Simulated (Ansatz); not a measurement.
C₂H₃F₂N, SMILES `CN=C(F)F`, relaxed with RKS PBE-D4/def2-SVP in the Gaussian-basis code of Ansatz from a rough embedded geometry. The force threshold is 0.03 eV/Å; the program also tests the step.

The species carries charge 0 and has multiplicity 1.

Start:

```xyz
8

C     0.150   -0.510   -0.875
N    -0.787    0.291   -0.108
C    -0.291    0.623    1.020
F     0.889    0.262    1.478
F    -1.057    1.314    1.905
H    -0.335   -0.687   -1.888
H     0.402   -1.419   -0.429
H     1.029    0.126   -1.103
```

Question: By how much does the energy fall, and how many steps does the optimiser take? (Estimate.)

Answer: The calculation gave: 35.31 kJ/mol, in 19 steps, 5 of them rejected.

Question: Which bonds change most? (Estimate.)

Answer: Computed: C1–H7 from 1.044 to 1.112 Å; C3–F5 from 1.359 to 1.323 Å; N2–C3 from 1.276 to 1.249 Å; C1–H6 from 1.137 to 1.110 Å.

Question: Give the relaxed structure. (An estimate is asked.)

Answer: The calculation gave: 
```xyz
8

C     0.214   -0.410   -0.971
N    -0.480    0.562   -0.158
C    -0.349    0.590    1.084
F     0.405   -0.214    1.852
F    -0.964    1.462    1.865
H    -0.527   -0.985   -1.564
H     0.846   -1.127   -0.403
H     0.855    0.122   -1.705
```
